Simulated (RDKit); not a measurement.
RDKit input (UFF):

```python
from rdkit import Chem
from rdkit.Chem import AllChem, rdDetermineBonds

mol = Chem.MolFromXYZFile('mol.xyz')
rdDetermineBonds.DetermineBonds(mol, charge=0)
print('SMILES', Chem.MolToSmiles(Chem.RemoveHs(mol)))
ff = AllChem.UFFGetMoleculeForceField(mol)
e0 = ff.CalcEnergy()
flag = ff.Minimize(maxIts=5000, forceTol=1e-5)
print(f'energy {e0:.4f} -> {ff.CalcEnergy():.4f} kcal/mol, converged: {flag == 0}')
print(Chem.MolToXYZBlock(mol))
```
mol.xyz:
```
4

O     -0.00091616    -0.01015443     0.67280603
C      0.00071614     0.00793741    -0.52591197
H     -0.00265489     0.95544190    -1.09932737
H      0.00568738    -0.92183092    -1.12764904
```

Problem. Which steric energies does it print, before and after the minimisation?

Solution. 1.10 and 0.00 kcal/mol. They count from the force field's own zero for this bonding and are no heats of formation.
